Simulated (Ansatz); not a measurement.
A run of Ansatz (development build ahead of 0.2.0) on singlet NF3 at this shape:

```yaml
atoms:
  - { symbol: N, position_ang: [-0.0047, 0.0139, 0.5150] }
  - { symbol: F, position_ang: [1.2402, -0.0272, -0.1564] }
  - { symbol: F, position_ang: [-0.5929, 1.0120, -0.0995] }
  - { symbol: F, position_ang: [-0.5885, -1.0924, -0.0959] }
```

Its results:

* Converged: yes
* Reference energy: -352.67160 hartree
* Correlation energy: -0.96818 hartree
* Total energy: -353.63978 hartree
* Spin squared of the determinant: 0.000

Task: Which input gives this output? Name the method, the orbitals and the basis set, and write the input.

Result: RHF-MP2 in cc-pVTZ. An unrestricted run that stays on the closed shell gives the same numbers.

```yaml
crystal:
  periodic: [false, false, false]
  atoms:
    - { symbol: "N", position_ang: [-0.00473, 0.01386, 0.51502] }
    - { symbol: F, position_ang: [1.24016, -0.02716, -0.15638] }
    - { symbol: F, position_ang: [-0.59287, 1.01203, -0.09953] }
    - { symbol: F, position_ang: [-0.58852, -1.09244, -0.09591] }
basis:
  gaussian: { orbitals: cc-pVTZ }
hamiltonian:
  xc: hf
correlation:
  method: mp2
  frozen_orbitals: { F: 1, "N": 1 }
```
